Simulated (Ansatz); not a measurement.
Several solutions for doublet C₂H

```yaml
atoms:
  - { symbol: H, position_ang: [0.0000, 0.0000, -1.0500] }
  - { symbol: C, position_ang: [0.0000, 0.0000, 0.0000] }
  - { symbol: C, position_ang: [0.0000, 0.0000, 2.5620] }
```

Basis set: 6-31G (spherical functions). Charge 0, multiplicity 2.

UHF was run from several starts with Ansatz (development build ahead of 0.2.0).

```
run  program                        start  converged  energy (hartree)  <S²>
  A   Ansatz      stability test followed        yes         -75.90548  1.98
  B   Ansatz  search for the lowest state        yes         -75.95398  2.62
  C   Ansatz      atomic start, no search        yes         -75.90548  1.98
```

**Question.** Which runs reached the lowest solution of this kind, and what is wrong with the others?

**Answer.** B reached the lowest solution found. Converged but too high: A by 1.32 eV, C by 1.32 eV. Convergence only shows a stationary point, and even a stable one can lie too high; stability tests and further starts are what find lower ones. Caution: the unrestricted determinant is a mixture of spin states.
